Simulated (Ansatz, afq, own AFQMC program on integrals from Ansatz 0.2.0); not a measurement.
# Atomization energy of BS, doublet

```xyz
2

B     0.0000    0.0000    0.0000
S     0.0000    0.0000    1.6077
```

Atoms in their ground-state spins without spin–orbit coupling (mostly on UHF) minus the molecule (UHF), without zero-point energy. The geometry is a stationary point, not shown to be a minimum.

Basis 6-31G. Noble-gas cores (and the filled d shells of Ga–Kr and In–Xe) are frozen. AFQMC by an in-house program on the Cholesky factors that Ansatz 0.2.0 writes for its CCSD(T) run. The CISD trial takes its coefficients from CCSD amplitudes. Released means that phaseless walkers are propagated on without the constraint, phases kept. Error bars are statistical, one sigma. The errors of all members are added in quadrature.

Full CI on the same integrals is exact in this basis and with this determinant's frozen core.

Errors are counted within 6-31G, not against nature.

Cautions: BS (doublet): unrestricted determinant spin contaminated (⟨S²⟩ 0.88 against 0.75), the ph-AFQMC/CISD walk drifts between its halves (2.5 errors).

Reference (full CI): 104.5 kcal/mol.

```
         level  atomization energy (kcal/mol)  error against FCI (kcal/mol)
            HF                           73.3                         -31.2
           MP2                          107.2                           2.7
          CCSD                          100.7                          -3.9
       CCSD(T)                          103.7                          -0.8
   ph-AFQMC/HF                    107.8 ± 0.6                     3.3 ± 0.6
 ph-AFQMC/CISD                   104.6 ± 0.09                    0.1 ± 0.09
released AFQMC                   104.6 ± 0.07                    0.0 ± 0.07
```

Correlation beyond CCSD(T) adds 0.8 kcal/mol. The perturbative (T) step is worth +3.0 kcal/mol. Where the cautions show a poor determinant, the low rows tell how each method copes with it, not its usual error.

A walk keeps the symmetry of its determinant, which the program's search chose and which needn't be the lowest solution, so a lower state of the same spin and another symmetry isn't excluded. Released energies are given only where the last usable release times agree within the noise; a slower fall can still hide under it.
